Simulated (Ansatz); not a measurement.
# AlNH3S (SMILES [NH2][Al][SH]) at UB3LYP/6-31G(d) (spherical functions)

What is the energy change on altering one bond length of AlNH3S at UB3LYP/6-31G* (spherical functions)? 

The results are computed with Ansatz 0.2.0.

59 further runs of the same task are left out: 59 set aside as unsound or not needed. Runs told in other sessions of the task aren't counted.

## Step 1: The molecule

The species is AlNH3S (6 atoms), meant as a doublet with charge 0. As SMILES, `[NH2][Al][SH]`. The coordinates come from a PBE0-D4/def2-TZVP relaxation. This is one conformer, not always the lowest.

Bond lengths: N1–Al2 1.770 Å, Al2–S3 2.208 Å, N1–H4 1.009 Å, N1–H5 1.007 Å, S3–H6 1.343 Å. Angles: N1–Al2–S3 115.8°, Al2–N1–H4 125.1°, Al2–N1–H5 124.5°, Al2–S3–H6 93.4°, H4–N1–H5 110.4°.

## Step 2: The energy at UB3LYP/6-31G(d) (spherical functions)

File molecule.yaml:

```yaml
crystal:
  periodic: [false, false, false]
  atoms:
    - {symbol: "N", position_ang: [-0.909500, 0.196700, -0.977100]}
    - {symbol: Al, position_ang: [0.142900, -0.793800, 0.045400]}
    - {symbol: S, position_ang: [1.372100, 0.308200, 1.511800]}
    - {symbol: H, position_ang: [-0.980700, 1.201900, -0.933300]}
    - {symbol: H, position_ang: [-1.523300, -0.168400, -1.686700]}
    - {symbol: H, position_ang: [1.940700, -0.808600, 1.993700]}
basis:
  gaussian: {orbitals: 6-31G_st_-spherical.json}
magnetization: {spin_polarized: true, initial_magnetization: 1}
hamiltonian: {xc: {name: B3LYP}}
accuracy: high
output: {orbitals: {seedname: orbitals}}
```

The basis set 6-31G* is read from a file made from the Basis Set Exchange's data (not shown).

The run is started by

```sh
$ ansatz run molecule.yaml --threads 1 --pin off --max-ram 2610MiB --events-out events.jsonl --progress --plain --runs-dir runs
```

The program printed:

```text
Warning: RAYON_NUM_THREADS=1 ignored (pool sized by the plan → 1); use --threads N
Functional definition: B3LYP
  name "B3LYP"
  parameter a0 = 0.2
  parameter ax = 0.72
  parameter ac = 0.81
  exchange = (1 - a0 - ax)*slater_x + ax*b88_x + a0*exact_x
  correlation = (1 - ac)*vwn_rpa_c + ac*lyp_c
1183 factors; integrals over basis functions are off by at most 3.7e-9 eV
mean field evaluation 1: about -18963.9306 eV, gradient 4.3e1 eV
mean field evaluation 2: about -18929.3158 eV, gradient 7.8e1 eV
mean field evaluation 4: about -18971.6698 eV, gradient 5.7e0 eV
mean field evaluation 8: about -18972.0012 eV, gradient 6.2e-1 eV
mean field evaluation 16: about -18972.0041 eV, gradient 3.7e-4 eV
mean field -18972.00408954 eV, -697.2082906042 hartree, gradient 1.4e-8 eV, S^2 0.751815; 0 other end points of the search recorded, 0 dependent functions left out
reference -18972.00412497 eV, -697.2082919063 hartree; 20, 19 occupied and 36, 37 virtual orbitals, 1183 factors
Total energy: -18972.00412497 eV, -697.2082919063 hartree
```

Wall time 12 s (1 thread of Arm Neoverse N1, shared host); peak memory 0.23 GiB.

## Step 3: The distorted shape

File input.yaml:

```yaml
crystal:
  periodic: [false, false, false]
  atoms:
    - {symbol: "N", position_ang: [-2.172397, 1.385316, -2.204116]}
    - {symbol: Al, position_ang: [0.142900, -0.793800, 0.045400]}
    - {symbol: S, position_ang: [1.372100, 0.308200, 1.511800]}
    - {symbol: H, position_ang: [-2.243597, 2.390516, -2.160316]}
    - {symbol: H, position_ang: [-2.786197, 1.020216, -2.913716]}
    - {symbol: H, position_ang: [1.940700, -0.808600, 1.993700]}
basis:
  gaussian:
    orbitals: 6-31G_st_-spherical.json
output:
  orbitals: {seedname: orbitals}
hamiltonian:
  xc: {name: B3LYP}
magnetization:
  spin_polarized: true
  initial_magnetization: 1
accuracy: high
```

The basis set 6-31G* is read from a file made from the Basis Set Exchange's data (not shown).

The run is started by

```sh
$ ansatz run input.yaml --threads 1 --pin off --max-ram 2610MiB --events-out events.jsonl --progress --plain --runs-dir runs
```

The program printed (excerpt; [...] marks lines left out):

```text
Warning: RAYON_NUM_THREADS=1 ignored (pool sized by the plan → 1); use --threads N
[... 7 set-up lines as earlier in the session ...]
1088 factors; integrals over basis functions are off by at most 7.0e-9 eV
mean field evaluation 1: about -18953.4623 eV, gradient 4.9e1 eV
mean field evaluation 2: about -18721.0117 eV, gradient 8.9e1 eV
mean field evaluation 4: about -18959.9951 eV, gradient 2.7e1 eV
mean field evaluation 8: about -18960.1114 eV, gradient 2.7e1 eV
mean field evaluation 16: about -18969.3435 eV, gradient 1.1e-1 eV
mean field -18969.34418670 eV, -697.1105409780 hartree, gradient 9.3e-8 eV, S^2 0.753008; 0 other end points of the search recorded, 0 dependent functions left out
reference -18969.34422530 eV, -697.1105423964 hartree; 20, 19 occupied and 36, 37 virtual orbitals, 1088 factors
Total energy: -18969.34422530 eV, -697.1105423964 hartree
```

It took 12 s on 1 thread of Arm Neoverse N1, shared host; peak memory 0.22 GiB.

## Step 4: Outcome

At UB3LYP/6-31G* (spherical functions):

| quantity | value |
| --- | --- |
| first shape: total energy | -697.20829 Eh |
| first shape: HOMO energy (highest over α and β) | -5.51 eV |
| first shape: LUMO energy (lowest over α and β) | -2.77 eV |
| first shape: ⟨S²⟩ | 0.752 |
| distorted shape: total energy | -697.11054 Eh |
| distorted shape: HOMO energy (highest over α and β) | -5.71 eV |
| distorted shape: LUMO energy (lowest over α and β) | -2.98 eV |
| distorted shape: ⟨S²⟩ | 0.753 |
| energy change with the N1–Al2 bond stretched from 1.770 to 3.895 Å | 2.660 eV |

What this shows: With the N1–Al2 bond stretched from 1.770 to 3.895 Å the energy rises by 2.66 eV (257 kJ/mol). The first shape isn't relaxed at this level, so the change isn't measured from a minimum.
